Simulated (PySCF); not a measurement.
Formic acid, CH₂O₂.
SMILES with atom numbers: `[O:1]=[CH:2][OH:3]` (hydrogens: H4 on C2; H5 on O3)

The calculation used core-valence-separated Tamm–Dancoff BHandHLYP/aug-pcX-1 (pcseg-1 on H) in PySCF, non-relativistic, gas phase, PBE0-D3(BJ)/def2-SVP geometry. Absolute energies from this functional tend to lie a few eV below measured edges; no shift was applied.

(1) List the oxygen K-edge absorption lines.

(2) What does the C 1s absorption edge look like?

Answers

(1) 
```tsv
E (eV)	f	core hole on	main final orbital	polarisation
529.43	0.0463	O1	LUMO+1 (82 %)	out of plane
533.03	0.0212	O3	LUMO+1 (87 %)	out of plane
533.48	0.0257	O3	LUMO (74 %)	in plane
533.58	0.0049	O1	LUMO (84 %)	in plane
534.36	0.0012	O1	LUMO+2 (66 %)	in plane
534.78	0.0037	O1	LUMO+3 (58 %)	in plane
535.17	0.0006	O1	LUMO+4 (87 %)	–
535.79	0.0052	O3	LUMO+2 (77 %)	in plane
536.26	0.0140	O1	LUMO+6 (40 %)	in plane
536.47	0.0181	O3	spread	in plane
536.66	0.0027	O3	LUMO+4 (85 %)	out of plane
```

The first line with a tenth or more of the strongest one's intensity is at 529.43 eV (f = 0.046), with the hole on O1 (acid carbonyl oxygen), polarised out of plane: a 1s→π* resonance. It is also the strongest listed.

(2) 
```csv
E (eV),f,core hole on,main final orbital,polarisation
284.96,0.0871,C2,LUMO+1 (74 %),out of plane
289.70,0.0261,C2,LUMO+2 (83 %),in plane
290.04,0.0028,C2,LUMO (92 %),in plane
291.28,0.0059,C2,LUMO+4 (74 %),out of plane
291.41,0.0021,C2,LUMO+3 (89 %),in plane
292.37,0.0040,C2,LUMO+5 (33 %),in plane
293.14,0.0192,C2,LUMO+6 (45 %),in plane
```

The first line with a tenth or more of the strongest one's intensity is at 284.96 eV (f = 0.087), with the hole on C2 (carboxylic acid carbon), polarised out of plane: a 1s→π* resonance. It is also the strongest listed.

Roots within 0.03 eV whose holes lie on the same, on equivalent or on shared atoms are summed into one line, and the highest roots are left out, as the search may have cut off their partners. Final orbitals are the ground state's empty Kohn–Sham orbitals. A dash: too weak, shared between unlike atoms, or no plane or axis to refer to.

Q: What is the summed oscillator strength of the listed O K lines, and their intensity-weighted mean energy?

A: Σf = 0.144 over 11 lines from 529.43 to 536.66 eV; the weighted mean is 532.95 eV. The strongest line holds 32 % of the sum.

Only the lowest roots of each edge were sought.

The values belong to the conformer `[O:1]=[CH:2][OH:3]`: H–O3–C2–O1 0°.
